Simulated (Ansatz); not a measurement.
System: C2H4S, charge 0, singlet. C2H4S (SMILES C1CS1).
B3LYP-D3(BJ)/def2-TZVP minimum from Ansatz (a program for electronic structure):
```
C
H 1 1.0824
H 1 1.0824 2 114.91
C 1 1.4789 2 118.24 3 147.30
H 4 1.0824 1 118.24 2 0.00
H 4 1.0824 5 114.91 1 147.30
S 1 1.8219 2 115.22 3 -137.55
```

Total energies in cc-pV(D+d)Z, 18 correlated electrons, 7 frozen orbitals. Open shells are spin-unrestricted; no spin-orbit coupling. Correlated methods leave the cores frozen. No relativity.

```
method    program  energy (Eh)  minus CCSDT(Q) (mEh)
--------  -------  -----------  --------------------
HF         Ansatz   -475.57468                466.65
MP2        Ansatz   -475.98865                 52.68
CCSD       Ansatz   -476.02406                 17.27
CCSD(T)    Ansatz   -476.03951                  1.82
CCSDT(Q)   Ansatz   -476.04133                  0.00
```

Rough core times of Ansatz's runs on a shared machine: CCSD(T) under 20 s, CCSDT(Q) 3 min.
